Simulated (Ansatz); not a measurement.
Born–Oppenheimer molecular dynamics of C$_{4}$H$_{5}$FO (11 atoms, charge 0, multiplicity 1). It starts from a relaxed structure.

Computed with UKS PBE0-D4/STO-3G in Ansatz.

```json
{
  "ensemble": "NVT, Nosé–Hoover chain",
  "time step": "1 fs",
  "steps asked": "205",
  "set temperature": "1500 K",
  "thermostat": "time constant 300 fs, chain length 1",
  "seed": "86358"
}
```

First frame:

```xyz
11
Properties=species:S:1:pos:R:3
C 0.158 -0.350 1.450
C 0.537 0.206 0.066
O 0.739 -0.887 -0.964
C -0.327 -0.276 -1.720
C -0.585 0.733 -0.858
F -1.428 1.782 -0.769
H 0.999 -0.914 1.876
H -0.713 -1.013 1.372
H -0.086 0.479 2.129
H 1.441 0.846 0.122
H -0.670 -0.664 -2.684
```

(1) What does the run give?

(2) What happens to the structure?

(3) How do temperature and energy run in time?

Results:

(1) The run went to its last step.

```yaml
steps_done: 205
time_covered: 205 fs
mean_temperature_over_the_second_half: 829 K
spread_of_the_potential_energy_over_the_second_half: 15.5 meV per atom
mean_potential_energy_of_the_second_half_above_the_start: 84.8 meV per atom
```

The conserved energy wandered by up to 6.0 meV per atom (net 3.5 meV per atom), which is poor conservation. The mean temperature of the second half is 45 % below the set value. A run of 0.2 ps of so small a system gives no equilibrium averages. Limits of this set-up: minimal basis.

(2) The same pairs are bonded in the first frame and the last. Pairs count as bonded within 1.25 times the sum of covalent radii (0.12 Å more for H–H). Another seed would give other details.

(3) 
```tsv
time (fs)	T (K)	potential energy less start (eV)	conserved less start (meV/atom)
0.0	1500	0.000	0.00
10.0	1045	0.548	1.73
20.0	834	0.807	2.77
30.0	773	0.885	3.18
40.0	642	1.038	3.02
50.0	801	0.851	2.44
60.0	985	0.635	1.77
70.0	1138	0.458	1.26
80.0	1136	0.466	1.09
90.0	1011	0.620	0.98
100.0	865	0.801	1.20
110.0	811	0.883	2.02
120.0	819	0.894	2.77
130.0	709	1.034	2.92
140.0	917	0.798	2.09
150.0	1034	0.665	1.02
160.0	1012	0.714	1.61
170.0	1041	0.702	2.08
180.0	673	1.161	3.25
190.0	766	1.076	3.66
200.0	733	1.137	3.89
```

The run took 9.7 min on 1 thread of Arm Neoverse V2, with other jobs on the host, peak memory 0.13 GiB.
